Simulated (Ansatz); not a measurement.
Pyrite RuS2, treated with PBE-D4 (plane waves, PAW; Ansatz, an electronic-structure program).

Run with plane-wave cutoff 520 eV, 6×6×6 k mesh, Fermi–Dirac smearing 0.01 eV, no spin polarisation, scalar-relativistic PAW data made under PBE.

Energies at three volumes about the minimum:

```json
[
 {"V (Å³/atom)": "14.354", "E − E_lowest (meV/atom)": "3.56"},
 {"V (Å³/atom)": "14.647", "E − E_lowest (meV/atom)": "0.00"},
 {"V (Å³/atom)": "14.940", "E − E_lowest (meV/atom)": "3.31"}
]
```

Task: Fit a parabola by hand: where is the minimum, what lattice constant follows, and what is the bulk modulus?

Result: Slopes: (0.00 − 3.56)/(14.647 − 14.354) = -12.150 and (3.31 − 0.00)/(14.940 − 14.647) = 11.297 meV/Å³. Curvature E″ = 2 × (11.297 − (-12.150))/(14.940 − 14.354) = 80.024 meV/Å⁶. From the middle of the first interval, the slope vanishes at V0 = 14.5005 − (-12.150)/80.024 = 14.652 Å³/atom. B = V0 E″ = 14.652 × 80.024 meV/Å³ × 0.1602 GPa per meV/Å³ = 188 GPa. With 12 atoms in the cube, a = (12 × 14.652)^(1/3) = 5.602 Å. The full Birch–Murnaghan fit to all volumes gives V0 = 14.647 Å³/atom and B0 = 187 GPa.

Shape and atoms are relaxed at each volume.

Measured, for comparison: lattice constant a 5.61 Å (temperature not stated, not corrected to a static lattice; as tabulated in Wikipedia's data pages).

Note: the bulk modulus comes from volumes at which shape and atoms were relaxed.
